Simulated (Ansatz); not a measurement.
We consider zinc-blende CdSe, described by r²SCANh (plane waves, PAW; Ansatz, an electronic-structure program).

Total energies, extrapolated to zero smearing (they compare only within this program, potentials and cutoff; free atoms with spin allowed, lowest state found):

```csv
system,energy (eV/atom)
"zinc-blende CdSe, relaxed",-6873.7389
free Cd atom,-8267.0022
free Se atom,-5475.3764
```

Work out the cohesive energy per atom.

E_coh = [1 × (-8267.0022) + 1 × (-5475.3764)]/2 − (-6873.7389) = 2.55 eV/atom. The reference value is 2.46 eV/atom (measured, temperature not stated, not corrected to a static lattice; as tabulated in Verma et al. (2010), arXiv:1001.1248), a difference of +0.09 eV/atom.

The PAW data were made under PBE.
